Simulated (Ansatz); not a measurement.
Sr2ScSbO6 (P2₁/c, No. 14; cell taken from a computed entry) was calculated with r²SCAN+SOC (Ansatz, a quantum-chemistry and plane-wave program, plane waves, PAW).

Settings: plane-wave cutoff 560 eV, 6×6×4 k mesh (along the axes of the cell as run), Fermi–Dirac smearing 0.01 eV, PAW data made under PBE.

Cell (relaxed with PBEsol):

```cif
data_O12Sb2Sc2Sr4
_chemical_formula_sum 'Sr4 Sc2 Sb2 O12'
_space_group_name_H-M_alt 'P21/c'
_space_group_IT_number 14
_space_group_name_Hall '-P 2ybc'
_cell_length_a 5.67768
_cell_length_b 5.67775
_cell_length_c 9.81652
_cell_angle_alpha 90.000
_cell_angle_beta 125.272
_cell_angle_gamma 90.000
loop_
_atom_site_label
_atom_site_type_symbol
_atom_site_symmetry_multiplicity
_atom_site_Wyckoff_symbol
_atom_site_fract_x
_atom_site_fract_y
_atom_site_fract_z
_atom_site_occupancy
Sr1 Sr 4 e 0.24491 0.97806 0.24981 1
Sc1 Sc 2 b 0.50000 0.50000 0.50000 1
Sb1 Sb 2 c 0.00000 0.00000 0.50000 1
O1 O 4 e 0.23810 0.21817 0.46756 1
O2 O 4 e 0.81590 0.22826 0.03272 1
O3 O 4 e 0.69388 0.01028 0.25576 1
```

Task: Give the computed band gap.

Result: 
band gap: 4.48 eV (on the SCF k mesh)

Note: cell and atoms aren't relaxed at this level (largest force component 0.30 eV/Å, pressure 1.0 GPa).

Static lattice: no zero-point or thermal effects.

The result took very roughly 30 core-minutes.
